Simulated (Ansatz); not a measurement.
# SiH₄ (quintet): correlated methods under varied settings

Aim: run SiH₄ (quintet) at one geometry under a spread of methods and options, and see what each costs and gives.

Method: the settings change from run to run; program: Ansatz 0.2.0, Gaussian basis.

26 further runs of the same task are left out: 10 that didn't finish, 16 set aside as unsound or not needed.

## Step 1: The system

The geometry is a PBE0/def2-TZVP stationary point (not a proven minimum) of the parent state, kept for this charge and spin.

5 atoms, charge 0, spin multiplicity 5.

Atoms are counted from 1 here; the program's logs count them from 0.

Bond lengths: Si1–H2 1.529 Å, Si1–H3 1.529 Å, Si1–H4 1.529 Å, Si1–H5 1.529 Å. Angles: H2–Si1–H3 90.0°, H2–Si1–H4 90.0°, H2–Si1–H5 180.0°, H3–Si1–H4 180.0°, H3–Si1–H5 90.0°, H4–Si1–H5 90.0°.

## Step 2: CCSDT(Q) on UHF/def2-SVP

in.yaml

```yaml
crystal:
  periodic: [false, false, false]
  atoms:
    - {symbol: Si, position_ang: [0.000000, 0.000000, 0.000000]}
    - {symbol: H, position_ang: [-0.011525, 1.085107, 1.077576]}
    - {symbol: H, position_ang: [-0.016497, -1.077632, 1.084987]}
    - {symbol: H, position_ang: [0.016497, 1.077632, -1.084987]}
    - {symbol: H, position_ang: [0.011525, -1.085107, -1.077576]}
basis:
  gaussian: {orbitals: def2-SVP}
magnetization: {spin_polarized: true, initial_magnetization: 4}
correlation: {method: ccsdt_q, electrons: outside_noble_gas}
```

On the command line:

```sh
> ansatz run in.yaml --threads 1 --pin off --events-out ev --progress --plain --max-ram 2393MiB
```

The log of the run, cut to the lines that bear on the results:

```text
Functional definition: HF
  name "HF"
  cite "Fock, Z. Phys. 61, 126 (1930) doi:10.1007/BF01340294"
  parent pbe
[...]
663 factors; integrals over basis functions are off by at most 1.9e-7 eV
[...]
mean field -7911.10244694 eV, -290.7276525872 hartree, gradient 6.2e-6 eV, S^2 6.020397; 5 other end points of the search recorded, 0 dependent functions left out
5 core orbitals not correlated: weight in the atoms' cores, before any rotation towards them, 1.000 or more for the frozen orbitals, at most 0.000 for the correlated occupied ones
reference -7911.10244694 eV, -290.7276525872 hartree; 6, 2 occupied and 27, 31 virtual orbitals, 663 factors
second order -2.33394882 eV of doubles, -0.00000000 eV of singles
cycle   1  -2.81726898 eV  change   -4.8e-1 eV  update   6.9e-2
[...]
cycle  14  -3.22306527 eV  change    8.8e-7 eV  update   2.8e-7
perturbative correction -0.00314395 eV, -0.0001155380 hartree
Total energy: -7914.32865616 eV, -290.8462135891 hartree
```

It took 3.7 s on 1 thread of Arm Neoverse V2, shared host.

From the report: ⟨S²⟩ of the determinant 6.020 (pure quintet: 6.00); correlation -3.2262 eV; T1 0.028; largest double amplitude 0.10.

## Step 3: CCSD on UHF/6-31G

in.yaml: that of step 2 with these lines changed.

```diff
@@ -9,4 +9,4 @@
 basis:
-  gaussian: {orbitals: def2-SVP}
+  gaussian: {orbitals: 6-31G}
 magnetization: {spin_polarized: true, initial_magnetization: 4}
-correlation: {method: ccsdt_q, electrons: outside_noble_gas}
+correlation: {method: ccsd, electrons: outside_noble_gas, diis_vectors: 4}
```

Launched as before.

The log of the run, cut to the lines that bear on the results:

```text
Functional definition: HF
  name "HF"
  cite "Fock, Z. Phys. 61, 126 (1930) doi:10.1007/BF01340294"
  parent pbe
[...]
268 factors; integrals over basis functions are off by at most 2.0e-4 eV
[...]
a density is far from that of the atoms, so the factors are made again for it
293 factors; integrals over basis functions are off by at most 6.9e-5 eV
[...]
mean field -7911.31171262 eV, -290.7353429591 hartree, gradient 2.1e-6 eV, S^2 6.020834; 6 other end points of the search recorded, 0 dependent functions left out
5 core orbitals not correlated: weight in the atoms' cores, before any rotation towards them, 1.000 or more for the frozen orbitals, at most 0.000 for the correlated occupied ones
reference -7911.31171262 eV, -290.7353429591 hartree; 6, 2 occupied and 10, 14 virtual orbitals, 293 factors
second order -1.04764517 eV of doubles, -0.00000000 eV of singles
cycle   1  -1.36287791 eV  change   -3.2e-1 eV  update   5.9e-2
[...]
cycle  10  -1.61671522 eV  change   -1.6e-6 eV  update   3.4e-6
Total energy: -7912.92842784 eV, -290.7947561476 hartree
```

Wall time 0.36 s (1 thread of Arm Neoverse V2, shared host).

From the report: ⟨S²⟩ of the determinant 6.021 (pure quintet: 6.00); correlation -1.6167 eV; T1 0.020; largest double amplitude 0.11.

## Step 4: NEVPT4(SD)(8,6)/6-31G

in.yaml: that of step 3 with these lines changed.

```diff
@@ -10,3 +10,4 @@
   gaussian: {orbitals: 6-31G}
-magnetization: {spin_polarized: true, initial_magnetization: 4}
-correlation: {method: ccsd, electrons: outside_noble_gas, diis_vectors: 4}
+magnetization: {spin_polarized: false, initial_magnetization: 4}
+hamiltonian: {pseudopotentials: {relativity: none}}
+correlation: {method: fic_nevpt4_sd, electrons: valence, active_space: {window: {electrons: 8, orbitals: 6}}}
```

Launched as before.

The log of the run, cut to the lines that bear on the results:

```text
Functional definition: HF
  name "HF"
  cite "Fock, Z. Phys. 61, 126 (1930) doi:10.1007/BF01340294"
  parent pbe
[...]
268 factors; integrals over basis functions are off by at most 2.0e-4 eV
[...]
a density is far from that of the atoms, so the factors are made again for it
293 factors; integrals over basis functions are off by at most 6.9e-5 eV
[...]
mean field -7911.13674074 eV, -290.7289128611 hartree, gradient 1.2e-6 eV, S^2 6.000000; 4 other end points of the search recorded, 0 dependent functions left out
reference -7911.13674074 eV, -290.7289128611 hartree; 11, 7 occupied and 10, 14 virtual orbitals, 293 factors
state -7911.13674074 eV, -290.7289128611 hartree
state -7911.13674074 eV, -290.7289128611 hartree; corrected -7912.81920340 eV, -290.7907422234 hartree
Total energy: -7912.81920340 eV, -290.7907422234 hartree
```

Wall time 0.48 s (1 thread of Arm Neoverse V2, shared host).

From the report: 3 determinants; active occupations 2.00, 2.00, 1.00, 1.00, 1.00, 1.00.

## Step 5: CASCI(6,8)/6-31G

in.yaml: that of step 4 with these lines changed.

```diff
@@ -11,3 +11,3 @@
 magnetization: {spin_polarized: false, initial_magnetization: 4}
-hamiltonian: {pseudopotentials: {relativity: none}}
-correlation: {method: fic_nevpt4_sd, electrons: valence, active_space: {window: {electrons: 8, orbitals: 6}}}
+correlation: {active_space: {window: {electrons: 6, orbitals: 8}, fixed_orbitals: true}}
+output: {forces: true}
```

Same command.

The log of the run, cut to the lines that bear on the results:

```text
Functional definition: HF
  name "HF"
  cite "Fock, Z. Phys. 61, 126 (1930) doi:10.1007/BF01340294"
  parent pbe
[...]
268 factors; integrals over basis functions are off by at most 2.0e-4 eV
[...]
a density is far from that of the atoms, so the factors are made again for it
293 factors; integrals over basis functions are off by at most 6.9e-5 eV
[...]
mean field -7911.13674074 eV, -290.7289128611 hartree, gradient 1.2e-6 eV, S^2 6.000000; 4 other end points of the search recorded, 0 dependent functions left out
reference -7911.13674074 eV, -290.7289128611 hartree; 11, 7 occupied and 10, 14 virtual orbitals, 293 factors
state -7911.18687930 eV, -290.7307554192 hartree
[...]
Total energy: -7911.18687930 eV, -290.7307554192 hartree
Atom 0 at     0.000000     0.000000     0.000000 Å, force     0.000000    -0.000000     0.000000 eV/Å
Atom 1 at    -0.011525     1.085107     1.077576 Å, force    -0.018805     1.770518     1.758230 eV/Å
Atom 2 at    -0.016497    -1.077632     1.084987 Å, force    -0.059449    -3.883393     3.909898 eV/Å
Atom 3 at     0.016497     1.077632    -1.084987 Å, force     0.059449     3.883393    -3.909898 eV/Å
Atom 4 at     0.011525    -1.085107    -1.077576 Å, force     0.018805    -1.770518    -1.758230 eV/Å
Dipole moment:    -0.000000    -0.000000    -0.000000 e Å
```

It took 0.27 s on 1 thread of Arm Neoverse V2, shared host.

From the report: 68 determinants; active occupations 2.00, 1.00, 1.00, 1.00, 1.00, 0.00, 0.00, 0.00.

## Step 6: CCSD(T) on UHF/6-31G

in.yaml: that of step 5 with these lines changed.

```diff
@@ -10,4 +10,5 @@
   gaussian: {orbitals: 6-31G}
-magnetization: {spin_polarized: false, initial_magnetization: 4}
-correlation: {active_space: {window: {electrons: 6, orbitals: 8}, fixed_orbitals: true}}
-output: {forces: true}
+magnetization: {spin_polarized: true, initial_magnetization: 4}
+correlation: {method: ccsd_t, electrons: valence}
+accuracy: high
+scf: {lower_state_search: off}
```

The command is unchanged.

The log of the run, cut to the lines that bear on the results:

```text
Functional definition: HF
  name "HF"
  cite "Fock, Z. Phys. 61, 126 (1930) doi:10.1007/BF01340294"
  parent pbe
[...]
474 factors; integrals over basis functions are off by at most 2.8e-9 eV
[...]
mean field -7911.31180155 eV, -290.7353462271 hartree, gradient 1.0e-7 eV, S^2 6.020834; 0 other end points of the search recorded, 0 dependent functions left out
5 core orbitals not correlated: weight in the atoms' cores, before any rotation towards them, 1.000 or more for the frozen orbitals, at most 0.000 for the correlated occupied ones
reference -7911.31180155 eV, -290.7353462271 hartree; 6, 2 occupied and 10, 14 virtual orbitals, 474 factors
second order -1.04764441 eV of doubles, -0.00000000 eV of singles
cycle   1  -1.36287521 eV  change   -3.2e-1 eV  update   5.9e-2
[...]
cycle  20  -1.61671601 eV  change  -4.4e-10 eV  update  4.8e-10
perturbative correction -0.03155338 eV, -0.0011595654 hartree
Total energy: -7912.96007094 eV, -290.7959190101 hartree
Checks for a lower state left out: stability, starts, cluster_reference, orbital_swaps, neighbouring_geometries, increment
```

Run time: 0.3 s. Hardware: 1 thread of Arm Neoverse V2, shared host.

From the report: ⟨S²⟩ of the determinant 6.021 (pure quintet: 6.00); correlation -1.6483 eV; T1 0.020; largest double amplitude 0.11.

## Step 7: MP2 on UHF/STO-3G

in.yaml: that of step 6 with these lines changed.

```diff
@@ -9,6 +9,5 @@
 basis:
-  gaussian: {orbitals: 6-31G}
+  gaussian: {orbitals: STO-3G}
 magnetization: {spin_polarized: true, initial_magnetization: 4}
-correlation: {method: ccsd_t, electrons: valence}
-accuracy: high
-scf: {lower_state_search: off}
+hamiltonian: {pseudopotentials: {relativity: none}}
+correlation: {method: mp2, electrons: all}
```

The command is unchanged.

The log of the run:

```text
Functional definition: HF
  name "HF"
  cite "Fock, Z. Phys. 61, 126 (1930) doi:10.1007/BF01340294"
  parent pbe
  exchange = exact_x
  correlation = 0
145 factors; integrals over basis functions are off by at most 1.3e-5 eV
mean field evaluation 1: about -7817.3900 eV, gradient 6.7e0 eV
mean field evaluation 2: about -7817.4465 eV, gradient 6.7e0 eV
mean field evaluation 4: about -7818.0597 eV, gradient 3.1e-1 eV
mean field evaluation 8: about -7818.0606 eV, gradient 2.4e-6 eV
mean field evaluation 16: about -7818.0606 eV, gradient 6.5e-6 eV
mean field evaluation 32: about -7818.0606 eV, gradient 1.0e-6 eV
mean field -7818.06058587 eV, -287.3084272589 hartree, gradient 1.0e-6 eV, S^2 6.026432; 7 other end points of the search recorded, 0 dependent functions left out
reference -7818.06058587 eV, -287.3084272589 hartree; 11, 7 occupied and 2, 6 virtual orbitals, 145 factors
second order -0.73634477 eV of doubles, -0.00000000 eV of singles
Total energy: -7818.79693064 eV, -287.3354874301 hartree
```

Wall time 0.09 s (1 thread of Arm Neoverse V2, shared host).

From the report: ⟨S²⟩ of the determinant 6.026 (pure quintet: 6.00).

## Step 8: MRCISD+Q(4,7)/6-31G

in.yaml: that of step 7 with these lines changed.

```diff
@@ -9,5 +9,4 @@
 basis:
-  gaussian: {orbitals: STO-3G}
-magnetization: {spin_polarized: true, initial_magnetization: 4}
-hamiltonian: {pseudopotentials: {relativity: none}}
-correlation: {method: mp2, electrons: all}
+  gaussian: {orbitals: 6-31G}
+magnetization: {spin_polarized: false, initial_magnetization: 4}
+correlation: {method: fic_mrcisd_q, electrons: all, active_space: {window: {electrons: 4, orbitals: 7}, states: [{multiplicity: 5, weights: [1, 1, 1]}], root: 2}}
```

Same command.

The log of the run, cut to the lines that bear on the results:

```text
Functional definition: HF
  name "HF"
  cite "Fock, Z. Phys. 61, 126 (1930) doi:10.1007/BF01340294"
  parent pbe
[...]
459 factors; integrals over basis functions are off by at most 2.9e-8 eV
[...]
mean field -7911.13682782 eV, -290.7289160611 hartree, gradient 2.9e-6 eV, S^2 6.000000; 2 other end points of the search recorded, 0 dependent functions left out
reference -7911.13682782 eV, -290.7289160611 hartree; 11, 7 occupied and 10, 14 virtual orbitals, 459 factors
state -7911.10054599 eV, -290.7275827287 hartree
state -7906.24167106 eV, -290.5490223685 hartree
state -7905.77503237 eV, -290.5318737126 hartree
contracted CI cycle   1: correlation 0.00000000 eV, 0.0000000000 hartree, residual 9.46e0 eV
contracted CI cycle   2: correlation -1.73017846 eV, -0.0635828856 hartree, residual 2.11e0 eV
[...]
contracted CI cycle  10: correlation -2.03622972 eV, -0.0748300621 hartree, residual 2.98e-2 eV
contracted CI cycle  11: correlation -2.03624509 eV, -0.0748306270 hartree, residual 8.95e-3 eV
contracted CI cycle  12: correlation -2.03624693 eV, -0.0748306946 hartree, residual 4.21e-3 eV
contracted CI cycle  13: correlation -2.03624791 eV, -0.0748307303 hartree, residual 4.27e-3 eV
contracted CI cycle  14: correlation -2.03624849 eV, -0.0748307517 hartree, residual 2.89e-3 eV
contracted CI cycle  15: correlation -2.03624870 eV, -0.0748307596 hartree, residual 1.37e-3 eV
contracted CI cycle  16: correlation -2.03624874 eV, -0.0748307610 hartree, residual 4.76e-4 eV
contracted CI cycle  17: correlation -2.03624875 eV, -0.0748307612 hartree, residual 2.16e-4 eV
contracted CI cycle  18: correlation -2.03624875 eV, -0.0748307612 hartree, residual 9.55e-5 eV
state -7905.77503237 eV, -290.5318737126 hartree; corrected -7908.56274384 eV, -290.6343202199 hartree
Total energy: -7908.56274384 eV, -290.6343202199 hartree
```

It took 2.5 s on 1 thread of Arm Neoverse V2, shared host.

From the report: 19 determinants; active occupations (of the averaged states) 1.00, 1.00, 1.00, 0.33, 0.33, 0.33, 0.00.

## Step 9: CCSDT on UHF/cc-pVDZ

in.yaml

```yaml
crystal:
  periodic: [false, false, false]
  atoms:
    - {symbol: Si, position_ang: [0.000000, 0.000000, 0.000000]}
    - {symbol: H, position_ang: [-0.011525, 1.085107, 1.077576]}
    - {symbol: H, position_ang: [-0.016497, -1.077632, 1.084987]}
    - {symbol: H, position_ang: [0.016497, 1.077632, -1.084987]}
    - {symbol: H, position_ang: [0.011525, -1.085107, -1.077576]}
basis:
  gaussian: {orbitals: cc-pVDZ}
magnetization: {spin_polarized: true, initial_magnetization: 4}
correlation: {method: ccsdt, electrons: outside_noble_gas}
accuracy: high
scf: {lower_state_search: off}
```

The command is unchanged.

The log of the run, cut to the lines that bear on the results:

```text
Functional definition: HF
  name "HF"
  cite "Fock, Z. Phys. 61, 126 (1930) doi:10.1007/BF01340294"
  parent pbe
[...]
854 factors; integrals over basis functions are off by at most 3.9e-9 eV
[...]
mean field -7913.57502817 eV, -290.8185182715 hartree, gradient 1.7e-8 eV, S^2 6.020629; 0 other end points of the search recorded, 0 dependent functions left out
5 core orbitals not correlated: weight in the atoms' cores, before any rotation towards them, 1.000 or more for the frozen orbitals, at most 0.000 for the correlated occupied ones
reference -7913.57502817 eV, -290.8185182715 hartree; 6, 2 occupied and 27, 31 virtual orbitals, 854 factors
second order -2.40106847 eV of doubles, -0.00000000 eV of singles
cycle   1  -2.90246904 eV  change   -5.0e-1 eV  update   7.1e-2
[...]
cycle  23  -3.32174053 eV  change   1.3e-11 eV  update  5.3e-10
Total energy: -7916.89676870 eV, -290.9405899845 hartree
Checks for a lower state left out: stability, starts, cluster_reference, orbital_swaps, neighbouring_geometries, increment
```

It took 3.6 s on 1 thread of Arm Neoverse V2, shared host.

From the report: ⟨S²⟩ of the determinant 6.021 (pure quintet: 6.00); correlation -3.3217 eV; T1 0.028; largest double amplitude 0.10.

## Step 10: CCSDT(Q)/B on ROHF/cc-pVDZ

in.yaml: that of step 9 with these lines changed.

```diff
@@ -10,5 +10,5 @@
   gaussian: {orbitals: cc-pVDZ}
-magnetization: {spin_polarized: true, initial_magnetization: 4}
-correlation: {method: ccsdt, electrons: outside_noble_gas}
-accuracy: high
+magnetization: {spin_polarized: false, initial_magnetization: 4}
+hamiltonian: {pseudopotentials: {relativity: scalar}}
+correlation: {method: ccsdt_q_b, electrons: outside_noble_gas, diis_vectors: 4}
 scf: {lower_state_search: off}
```

The command is unchanged.

The log of the run, cut to the lines that bear on the results:

```text
Functional definition: HF
  name "HF"
  cite "Fock, Z. Phys. 61, 126 (1930) doi:10.1007/BF01340294"
  parent pbe
[...]
731 factors; integrals over basis functions are off by at most 2.1e-7 eV
[...]
a density is far from that of the atoms, so the factors are made again for it
756 factors; integrals over basis functions are off by at most 2.0e-7 eV
[...]
mean field -7928.15734706 eV, -291.3544086063 hartree, gradient 3.0e-6 eV, S^2 6.000000; 1 other end points of the search recorded, 0 dependent functions left out
5 core orbitals not correlated: weight in the atoms' cores, before any rotation towards them, 1.000 or more for the frozen orbitals, at most 0.000 for the correlated occupied ones
reference -7928.15734706 eV, -291.3544086063 hartree; 6, 2 occupied and 27, 31 virtual orbitals, 756 factors
second order -2.49430287 eV of doubles, -0.11048701 eV of singles
cycle   1  -3.10693908 eV  change   -5.0e-1 eV  update   7.2e-2
[...]
cycle  15  -3.51582794 eV  change   -3.3e-7 eV  update   5.0e-7
perturbative correction -0.00343811 eV, -0.0001263483 hartree
Total energy: -7931.67661311 eV, -291.4837392481 hartree
Relativity: scalar
Checks for a lower state left out: stability, starts, cluster_reference, orbital_swaps, neighbouring_geometries, increment
```

It took 4.2 s on 1 thread of Arm Neoverse V2, shared host.

From the report: correlation -3.5193 eV; T1 0.034; largest double amplitude 0.10.

## Step 11: All runs side by side

Where basis and cores are those of an earlier FCI/6-31G run (-7912.9804 eV), and the state is the same kind, the miss against it is given.

```tsv
level	correlated	functions	energy (eV)	from FCI (meV)	time
CCSDT(Q) on UHF/def2-SVP	outside noble gas	38	-7914.3287		3.7 s
CCSD on UHF/6-31G	outside noble gas	21	-7912.9284	51.9	0.36 s
NEVPT4(SD)(8,6)/6-31G	valence	21	-7912.8192		0.48 s
CASCI(6,8)/6-31G		21	-7911.1869	1793.5	0.27 s
CCSD(T) on UHF/6-31G	valence	21	-7912.9601	20.3	0.3 s
MP2 on UHF/STO-3G	all	13	-7818.7969		0.09 s
MRCISD+Q(4,7)/6-31G (excited root 2 of an average)	all	21	-7908.5627		2.5 s
CCSDT on UHF/cc-pVDZ	outside noble gas	38	-7916.8968		3.6 s
CCSDT(Q)/B on ROHF/cc-pVDZ (relativity set)	outside noble gas	38	-7931.6766		4.2 s
```

## Step 12: Summary of results

| quantity | value |
| --- | --- |
| runs | 9 |
| quickest | MP2 on UHF/STO-3G, 0.09 s |
| slowest | CCSDT(Q)/B on ROHF/cc-pVDZ (relativity set), 4.2 s |

What this shows: Total energies in different bases, with other cores or another treatment of relativity can't be set against each other. CCSDT(Q)/B on ROHF/cc-pVDZ (relativity set) took 47 times as long as MP2 on UHF/STO-3G; the jobs differ in more than the method. Among the correlated runs with a miss given, it spans +20 to +52 meV. Hartree-Fock, CASSCF and CASCI lack dynamic correlation by design.
